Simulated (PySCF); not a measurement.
# S2H2: relaxation and vibrations of the singlet

Where does singlet S2H2 go from a trans-bent X-M-M-X start, is the end point a minimum, and what are its modes, charges and moments?

The runs use PySCF 2.14.0; PBE0, basis S def2-TZVP, H def2-TZVP, no relativity, density fitting.

**1. Starting geometry**

4 atoms, charge 0, spin multiplicity 1.

Bond lengths: S1–S2 2.060 Å, S1–H3 1.350 Å, S2–H4 1.350 Å. Angles: S2–S1–H3 126.9°, S1–S2–H4 126.9°.

```xyz
4
charge 0 multiplicity 1
S     0.0000    0.0000    1.0300
S     0.0000    0.0000   -1.0300
H     1.0800    0.0000    1.8400
H    -1.0800    0.0000   -1.8400
```

**2. Finding the electronic state**

The steps below are one call of a driver around PySCF. For each, scf.py gives the equivalent set-up of the SCF; relaxations use the driver's own optimiser. After this first run the driver tries any further starts and a stability analysis.

The input, scf.py:

```python
from pyscf import gto, scf, dft
mol = gto.M(atom='''
S      0.000000     0.000000     1.030000
S      0.000000     0.000000    -1.030000
H      1.080000     0.000000     1.840000
H     -1.080000     0.000000    -1.840000''',
    basis={'S': 'def2-TZVP', 'H': 'def2-TZVP'},
    charge=0, spin=0)
mf = dft.RKS(mol, xc='PBE0')
mf.grids.atom_grid = (50, 194)
aux = {'S': 'def2-universal-JKFIT', 'H': 'def2-universal-JKFIT'}
mf = mf.density_fit(auxbasis=aux)
mf.conv_tol = 1e-08
mf.diis_space = 10
mf.max_cycle = 60
mf.init_guess = 'minao'
mf.verbose = 4
mf.kernel()
```

Run with:

```sh
OMP_NUM_THREADS=2 python axn.py task.json out
```

After this run come: Relaxation: trans-bent X-M-M-X start, singlet; Hessian and properties; Leaving the saddle point; Is it a minimum? Harmonic modes.

Q: Predict the outcome of this session. Wanted: minimum; geometry; wavenumbers; dipole moment; highest occupied, lowest empty level; polar-tensor charge of S1; zero-point energy; atomisation energy.

**Answer**, as computed:

| quantity | value |
| --- | --- |
| minimum | singlet, C2 |
| geometry | S–H 1.347 Å (×2), S–S 2.046 Å; H–S–S 98.6° (×2) |
| wavenumbers (cm⁻¹) | 463 (a), 537 (a), 905 (a), 907 (b), 2664 (a), 2666 (b) |
| dipole moment | 1.27 D |
| highest occupied, lowest empty level | -7.52, -0.89 eV |
| polar-tensor charge of S1 | -0.02 e |
| zero-point energy | 48.7 kJ/mol |
| entropy at 298.15 K | 251.2 J/(mol K) |
| atomisation energy (no zero-point energy) | 1003 kJ/mol |

**Reading.** The trans-bent X-M-M-X start (C2h) ends in a minimum of C2 symmetry, after a stop at a saddle point 26.7 kJ/mol higher, from which it was pushed off along an imaginary mode. In the infrared the band at 463 cm⁻¹ (a) leads. Only this shape and spin were tried, so other structures or states may lie lower.
